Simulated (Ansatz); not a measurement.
We consider diamond, described by RPBE (Ansatz, an electronic-structure program, PAW).

Run with plane-wave cutoff 520 eV, 16×16×16 k mesh, Fermi–Dirac smearing 0.01 eV, scalar-relativistic PAW data made under PBE.

Properties against volume:

| V (Å³/atom) | P (GPa) | direct gap at Γ (eV) | smallest gap on the k mesh (eV) |
|---|---|---|---|
| 5.430 | 29.13 | 5.724 | 4.233 |
| 5.545 | 18.51 | 5.667 | 4.188 |
| 5.661 | 8.85 | 5.610 | 4.145 |
| 5.776 | 0.06 | 5.555 | 4.104 |
| 5.892 | -7.94 | 5.501 | 4.063 |
| 6.007 | -15.21 | 5.448 | 4.023 |
| 6.123 | -21.83 | 5.396 | 3.985 |

The fundamental gap (4.10 eV at the equilibrium volume, with added k points) lies elsewhere than Γ–Γ.
